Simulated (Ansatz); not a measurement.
Geometry optimisation, RKS LDA/def2-SVP (Ansatz).

The input (input.yaml):

```yaml
crystal:
  periodic: [false, false, false]
  atoms:
    - { symbol: Al, position_ang: [0.39533, 0.15124, -1.659362] }
    - { symbol: H, position_ang: [0.479195, -0.050899, 1.090218] }
    - { symbol: H, position_ang: [1.198769, -0.042025, 0.971549] }
    - { symbol: C, position_ang: [-1.440234, 0.005627, -0.904597] }
    - { symbol: H, position_ang: [-1.610317, -0.925484, -0.316117] }
    - { symbol: H, position_ang: [-1.712126, 0.866313, -0.25007] }
    - { symbol: H, position_ang: [-2.177118, -0.004772, -1.74122] }
basis:
  gaussian: { orbitals: def2-SVP }
hamiltonian:
  xc: lda
relax:
  f_tol: 0.03
  max_steps: 50
output:
  orbitals: {}
```

Command:

```bash
$ ansatz run input.yaml --threads 1 --pin off --max-ram 2048MiB --backend cpu --events-out ev --progress --plain --runs-dir out
```

Q: Where does it end, and by what steps?

A: The forces met the threshold. The force dipped under the threshold on the way, but the program's further checks kept it going. After 8 steps the energy has fallen by 0.079 eV; H3 moved furthest, 0.24 Å.

```csv
step,energy less start (eV),largest force component (eV/Å),accepted
0,0.0000,2.083,yes
1,-0.0675,0.312,yes
2,-0.0493,0.312,no
3,-0.0764,0.055,yes
4,-0.0779,0.040,yes
5,-0.0785,0.038,yes
6,-0.0788,0.023,yes
7,-0.0790,0.034,yes
8,-0.0791,0.004,yes
```

```xyz
7
Properties=species:S:1:pos:R:3
Al 0.472 0.112 -1.453
H 0.422 -0.044 1.004
H 1.171 0.005 0.741
C -1.427 -0.002 -0.848
H -1.677 -0.942 -0.304
H -1.750 0.845 -0.198
H -2.078 0.025 -1.752
```

Whether the end is a true minimum wasn't checked by a vibrational analysis.

The run took 4.8 s on 1 thread of Intel(R) Xeon(R) Platinum 8488C (Sapphire Rapids), on a shared host, peak memory 0.12 GiB.
